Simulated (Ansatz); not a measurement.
**SiO2: computed properties**

The calculation used DFT r2SCAN, scalar-relativistic, plane waves, PAW (Ansatz).

Plane waves to 500 eV, a k mesh through Γ of 4×4×4 on the computed 18-atom cell and Gaussian smearing (0.02 eV); no spin polarisation.

The structure is relaxed at this level of theory with its symmetry kept. This form isn't the usual stable structure of the compound.

The structure is cubic, space group Im-3m (No. 229). The conventional cell has a = 8.937 Å, b = 8.937 Å, c = 8.937 Å, α = 90.00°, β = 90.00°, γ = 90.00°. Si (site symmetry -4m2) is surrounded by 4 O at 1.61 Å. O (site symmetry mm2) is surrounded by 2 Si at 1.61 Å.

```
Volume per atom                                                                                                                             : 19.83 Å³
Formation energy from the elements' standard states (uncorrected)                                                                           : -3.002 eV/atom
Generalised Kohn–Sham band gap                                                                                                              : 6.24 eV, direct at Γ
Löwdin character of the top 1 eV of the valence band                                                                                        : O 2p 97 %
Electron masses at the edge by Cartesian direction of the standard setting (m_e; degenerate bands sorted by energy; no spin-orbit coupling) : x: 0.64; y: 0.64; z: 0.64
Hole masses at the edge by Cartesian direction of the standard setting (m_e; degenerate bands sorted by energy; no spin-orbit coupling)     : x: 4.0; y: 4.0; z: 4.0
Bulk modulus                                                                                                                                : 112 GPa
Its pressure derivative                                                                                                                     : 2.6
Electronic dielectric constant xx, yy, zz of the standard setting (independent particles)                                                   : 1.9, 1.9, 1.9
```

Cost: 12 runs of about 30 core-minutes in all, on Oxide Virtual Turin-like Processor (Zen 5) (shared hosts).